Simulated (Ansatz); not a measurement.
in.yaml

```yaml
crystal:
  periodic: [false, false, false]
  atoms:
    - {symbol: F, position_ang: [0.000000, 0.000000, 0.000000]}
    - {symbol: Be, position_ang: [0.000000, 0.000000, 1.917000]}
basis:
  gaussian: {orbitals: STO-3G}
magnetization: {spin_polarized: false, initial_magnetization: 1}
correlation: {method: ccsdt_q, electrons: all}
accuracy: high
```

```sh
$ ansatz run in.yaml --threads 1 --pin off --events-out ev --progress --plain --max-ram 2393MiB
```

Task: Roughly how long does this take on 1 thread of Intel Xeon, shared host, and how much host memory?

Result: 6.5 s wall and 0.14 GiB.

```
149 factors; integrals over basis functions are off by at most 2.7e-7 eV
mean field evaluation 1: about -3054.1486 eV, gradient 1.8e1 eV
mean field evaluation 2: about -3054.1740 eV, gradient 1.8e1 eV
mean field evaluation 4: about -3057.2611 eV, gradient 2.6e0 eV
mean field evaluation 8: about -3057.5664 eV, gradient 1.3e-1 eV
mean field evaluation 16: about -3053.7925 eV, gradient 2.7e1 eV
mean field evaluation 32: about -3056.7199 eV, gradient 2.9e-1 eV
mean field evaluation 64: about -3056.1515 eV, gradient 7.3e0 eV
mean field evaluation 96: about -3039.1949 eV, gradient 5.9e1 eV
mean field evaluation 128: about -3053.5855 eV, gradient 1.2e-1 eV
mean field evaluation 160: about -3053.5890 eV, gradient 4.7e0 eV
mean field -3057.56695440 eV, -112.3635130807 hartree, gradient 5.0e-8 eV, S^2 0.750000; 3 other end points of the search recorded, 0 dependent functions left out
...
cycle  31  -2.23540870 eV  change    8.0e-8 eV  update   5.8e-8
cycle  32  -2.23540868 eV  change    1.5e-8 eV  update   3.7e-8
cycle  33  -2.23540866 eV  change    2.4e-8 eV  update   2.3e-8
cycle  34  -2.23540863 eV  change    3.1e-8 eV  update   1.2e-8
cycle  35  -2.23540861 eV  change    1.7e-8 eV  update   8.8e-9
cycle  36  -2.23540860 eV  change    8.5e-9 eV  update   5.4e-9
cycle  37  -2.23540860 eV  change  -3.9e-10 eV  update   3.4e-9
cycle  38  -2.23540860 eV  change    2.3e-9 eV  update   1.5e-9
cycle  39  -2.23540860 eV  change   7.3e-10 eV  update  9.3e-10
cycle  40  -2.23540860 eV  change  -4.9e-11 eV  update  6.8e-10
perturbative correction -0.02385769 eV, -0.0008767538 hartree
Total energy: -3059.82622068 eV, -112.4465395853 hartree
```
